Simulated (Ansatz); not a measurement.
A made-up structure of AlSiH₃S, closed shell:

```xyz
6
angstrom
Al 0.8802 -0.4495 0.6844
Si -0.8831 0.6013 -0.6879
S 1.0375 -2.6980 0.8479
H -1.7963 -0.2631 -1.3478
H -0.9593 2.0149 -0.7983
H 1.8683 0.4396 1.4217
```

It is relaxed with PBE-D4/def2-SVP and then PBE0-D4/def2-TZVP (Ansatz 0.2.0). Atoms count as bonded within 1.22 times the sum of their covalent radii (H–H: 0.88 Å). The end point is not checked to be a true minimum.

**Question.** Does its bonding change? (A judgement: the text doesn't fix the answer.)

**Answer.** By the calculation: Yes. Formed: Si2–S3; broken: none.

Where it ends: The first stage lowers the energy by 2.55 eV in 16 steps. It ends as AlSiH₃S ([AlH]1[SiH2][S]1):
| atom | x (Å) | y (Å) | z (Å) |
| --- | --- | --- | --- |
| Al1 | 0.9810 | -0.0140 | 1.0331 |
| Si2 | -0.7290 | 0.1935 | -0.5181 |
| S3 | 0.7125 | -1.4699 | -0.5540 |
| H4 | -2.1271 | -0.2708 | -0.3195 |
| H5 | -0.6714 | 1.0215 | -1.7513 |
| H6 | 1.9813 | 0.1849 | 2.2296 |

Labels in which every atom is bracketed show which atoms are joined, not bond orders.

For scale, one of the runs: PBE0-D4/def2-TZVP relaxation, 129 basis functions, launched by `ansatz run in.yaml --threads 2 --pin off --events-out ev --progress --plain --max-ram 4352MiB`. The run took about 16 s on 2 CPU threads of an Arm Neoverse V2 (shared host).
